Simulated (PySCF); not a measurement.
# C5H7F: the cost of one run

Programs: PySCF 2.14.0, with density-fitted response routines of our own. Each step states its level of theory. These are calculated values for one molecule in the gas phase, unless marked as measured. Atoms count from 0, in the outputs and in this text.

### 1 The starting structure

13 atoms, charge 0, multiplicity 1; geometry from: GFN2-xTB. The atoms were then displaced at random by about 0.01 Å, so the start is not that level's minimum.

Bonds of the start (Å): C0–C1 1.23, C1–C2 1.47, C2–C3 1.50, C2–C4 1.52, C4–F5 1.37, C0–H6 1.03, C2–H7 1.09, C3–H8 1.08, C3–H9 1.10, C3–H10 1.12, C4–H11 1.11, C4–H12 1.09.

### 2 Optimising the geometry at PBE0-D3(BJ)/def2-SVP

What the job is given:

```
{"job": {"xc": "PBE0", "basis": "def2-SVP", "d3": "d3bj", "grid": 1, "shake": 0.01, "kind": "geom"}, "charge": 0, "multiplicity": 1}
C      2.397670    -0.693750     0.471450
C      1.280280    -0.423790     0.043040
C     -0.070940    -0.125840    -0.448020
C     -1.065510    -0.914530     0.342040
C     -0.303020     1.377160    -0.337600
F     -1.488060     1.722210    -0.941300
H      3.346140    -0.896670     0.826160
H     -0.094150    -0.393440    -1.504650
H     -0.942250    -1.979060     0.233860
H     -1.035400    -0.688210     1.416790
H     -2.103310    -0.664460    -0.000480
H     -0.376090     1.697870     0.725840
H      0.460450     1.965630    -0.837450
```

On the command line:

```sh
$ OMP_NUM_THREADS=1 python probes_run.py task.json out
```

The driver reads the jobs from task.json and runs them one after another.

Q: Estimate the wall time and peak memory of this first job on 1 thread of Arm Neoverse V1, shared host.

About 33 s, with a peak of 0.49 GiB.
